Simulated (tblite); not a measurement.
C4H9OS (doublet state).
Z-matrix (Å and degrees, GFN2-xTB geometry), rows numbered from 1:
```
C 
C   1  1.5262
O   2  1.4132  1  111.64
C   3  1.3532  2  116.78  1    78.28
C   4  1.4222  3  119.06  2  -156.39
S   5  1.9801  4  110.60  3    87.51
H   1  1.0861  2  109.90  3  -179.36
H   1  1.0871  2  110.08  3    60.59
H   1  1.0880  2  110.27  3   -59.15
H   2  1.0928  1  110.46  3  -117.04
H   2  1.0981  1  110.21  3   122.36
H   4  1.0809  3  118.06  2     9.80
H   5  1.0840  4  114.32  3   -27.56
H   5  1.0832  4  114.19  3  -159.76
H   6  1.3282  5   93.29  4   -63.26
```

Structure optimised with GFN2-xTB, isolated species. This method treats the open shell by occupation alone, without spin polarisation.

Take the most abundant isotopes and a rigid rotor. The values belong to one conformer with, in the numbering `[CH3:1][CH2:2][O:3][CH:4][CH2:5][SH:6]`, C1–C2–O3–C4 78°, C2–O3–C4–C5 -156°, O3–C4–C5–S6 88°, C4–C5–S6–H -63°.

**Question.** What are A, B and C (MHz)?

**Answer.** Ia = 102.95, Ib = 344.67, Ic = 418.81 u·Å²; 505379 MHz·u·Å²/I gives A = 4909, B = 1466, C = 1207 MHz.

**Question.** Classify the top.

**Answer.** An asymmetric top. Ray's parameter κ = (2B − A − C)/(A − C) = -0.860; −1 is the prolate and +1 the oblate limit.

**Question.** Is it planar, by Δ = Ic − Ia − Ib?

**Answer.** Not planar: Δ = Ic − Ia − Ib = -28.82 u·Å². For a rigid frame Δ = −2 Σ m c², so Σ m c² = 14.41 u·Å² lies off the ab plane: 7.93 from hydrogen and 6.48 from heavier atoms. The atom farthest from that plane is 1.50 Å away.

**Question.** Give the other two planar moments, Paa and Pbb, and the rms extents of the mass along the axes.

**Answer.** Paa = Σ m a² = (Ib + Ic − Ia)/2 = 330.26 and Pbb = Σ m b² = (Ia + Ic − Ib)/2 = 88.54 u·Å². With the mass M = 105.04 u, the rms extents √(P/M) along a, b and c are 1.77, 0.92, 0.37 Å.

**Question.** Give the coordinates in the principal-axis frame, origin at the centre of mass.

**Answer.** The sense of each axis is arbitrary; atoms in the order of the calculation.
```
atom  mass (u)   a (Å)   b (Å)   c (Å)
  C1    12.000   2.117   1.370  -0.154
  C2    12.000   2.302  -0.133   0.030
  O3    15.995   1.113  -0.754   0.473
  C4    12.000   0.160  -0.983  -0.460
  C5    12.000  -1.194  -1.116  -0.047
  S6    31.972  -2.076   0.655   0.032
  H7     1.008   3.043   1.816  -0.505
  H8     1.008   1.839   1.831   0.790
  H9     1.008   1.331   1.567  -0.880
 H10     1.008   3.044  -0.335   0.807
 H11     1.008   2.635  -0.593  -0.911
 H12     1.008   0.419  -0.831  -1.499
 H13     1.008  -1.318  -1.485   0.965
 H14     1.008  -1.829  -1.625  -0.762
 H15     1.008  -1.269   1.100   0.989
```

**Question.** Estimate the classical rotational partition function at 50 K, 298.15 K and 500 K.

**Answer.** Point group C1, symmetry number σ = 1; q = (√π/σ)·√((kT/h)³/(ABC)), k/h = 20836.6 MHz/K: 20200 at 50 K, 294000 at 298.15 K, 640000 at 500 K.

For this open shell read J as N, the rotation without spin; fine and hyperfine splittings come on top. Its GFN2-xTB frequencies are all real (lowest 47 cm⁻¹). Zero-point vibration and centrifugal distortion are left out.

Run on AMD EPYC 9R45, one thread, shared host with 96 logical CPUs at a one-minute load of 42. This is the geometry optimisation.

These are computed values.
